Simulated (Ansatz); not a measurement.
Consider the hydrogenolysis of a C–C bond: `CC1(C=O)CO1` + H₂ → `O=CC1CO1` + CH₄.

Gas-phase electronic energies from Ansatz, PBE0-D4/def2-TZVP geometries. CBS: MP2 limit from def2 TZ/QZ plus the TZ coupled-cluster correction, frozen cores. This one scheme is used for every species. DFT in def2-TZVPP. B3LYP here is the variant with VWN-RPA as its local correlation; programs differ in this. One conformer a species, not always the lowest.

```json
{"level": "PBE-D4", "ΔE (kJ/mol)": "-43.6", "difference from CCSD(T)/CBS": "-0.3"}
{"level": "PBE0-D4", "ΔE (kJ/mol)": "-46.0", "difference from CCSD(T)/CBS": "-2.7"}
{"level": "B3LYP-D4", "ΔE (kJ/mol)": "-48.2", "difference from CCSD(T)/CBS": "-4.9"}
{"level": "ωB97M-V", "ΔE (kJ/mol)": "-44.7", "difference from CCSD(T)/CBS": "-1.4"}
{"level": "B2PLYP", "ΔE (kJ/mol)": "-51.7", "difference from CCSD(T)/CBS": "-8.4"}
{"level": "PBE", "ΔE (kJ/mol)": "-50.1", "difference from CCSD(T)/CBS": "-6.8"}
{"level": "PBE0", "ΔE (kJ/mol)": "-51.6", "difference from CCSD(T)/CBS": "-8.3"}
{"level": "B3LYP", "ΔE (kJ/mol)": "-58.4", "difference from CCSD(T)/CBS": "-15.1"}
{"level": "HF/def2-TZVPP", "ΔE (kJ/mol)": "-66.5", "difference from CCSD(T)/CBS": "-23.2"}
{"level": "MP2/def2-TZVPP", "ΔE (kJ/mol)": "-39.6", "difference from CCSD(T)/CBS": "3.7"}
{"level": "SCS-MP2/def2-TZVPP", "ΔE (kJ/mol)": "-44.9", "difference from CCSD(T)/CBS": "-1.6"}
{"level": "CCSD/def2-TZVPP", "ΔE (kJ/mol)": "-48.8", "difference from CCSD(T)/CBS": "-5.5"}
{"level": "CCSD(T)/def2-TZVPP", "ΔE (kJ/mol)": "-44.2", "difference from CCSD(T)/CBS": "-0.9"}
{"level": "HF/def2-QZVPP", "ΔE (kJ/mol)": "-66.6", "difference from CCSD(T)/CBS": "-23.3"}
{"level": "SCS-MP2/def2-QZVPP", "ΔE (kJ/mol)": "-44.5", "difference from CCSD(T)/CBS": "-1.2"}
{"level": "CCSD/CBS(def2)", "ΔE (kJ/mol)": "-47.9", "difference from CCSD(T)/CBS": "-4.6"}
{"level": "CCSD(T)/CBS", "ΔE (kJ/mol)": "-43.3", "difference from CCSD(T)/CBS": "0"}
```

Largest T1 diagnostic among the species: 0.014.

The D4 term adds +10.2 kJ/mol with B3LYP and +5.6 kJ/mol with PBE0; it sums over pairs of atoms, weighted by their polarisabilities, and B3LYP, whose exchange is more repulsive, gets the larger term. In def2-TZVPP, CCSD(T) changes the Hartree–Fock value by +22.3 kJ/mol (the triples alone add +4.6 kJ/mol) and MP2 by +26.9 kJ/mol.
